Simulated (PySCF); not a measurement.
Species: C4H2OS.
Numbering: `[O:1]=[c:2]1[cH:3][c:4]1[CH:5]=[S:6]` (hydrogens: H7 on C3; H8 on C5)

Theory: PBE0-D3(BJ)/def2-TZVP geometry optimisation, gas phase in PySCF.

Task: What internal coordinates does the optimisation give?

Result: 
```
 bond  length (Å)     order
O1=C2       1.193    double
C2–C3       1.406  aromatic
C3–C4       1.343  aromatic
C4–C5       1.431    single
C5=S6       1.614    double
C2–C4       1.456  aromatic
C3–H7       1.083    single
C5–H8       1.092    single
```

Orders are formal, as drawn. A selection of angles:
```
   angle  degrees
O1–C2–C3    154.3
O1–C2–C4    149.8
C3–C2–C4     55.9
C2–C3–C4     63.9
C2–C3–H7    152.8
C4–C3–H7    142.8
C3–C4–C5    148.1
C2–C4–C3     60.1
C2–C4–C5    151.8
C4–C5–S6    123.2
C4–C5–H8    115.1
S6–C5–H8    121.5
```

Torsions: C3–C4–C5–S6 -57° (synclinal). The mirror-image conformer, all signs reversed, is as good.

The C–C distances run from 1.343 Å (C3–C4, drawn aromatic) to 1.456 Å (C2–C4, drawn aromatic), a spread of 0.113 Å. The 3-membered ring C2–C3–C4 has internal angles of 55.9° to 63.9°.

Point group: C1 (no symmetry element, even within 0.4 Å). Not checked by PBE0-D3(BJ)/def2-TZVP frequencies. The numbers are those of one conformer.

Time: 2.3 min; peak memory 0.83 GiB. Hardware: Intel Xeon Platinum 8488C, one thread, shared host. This is the geometry optimisation.
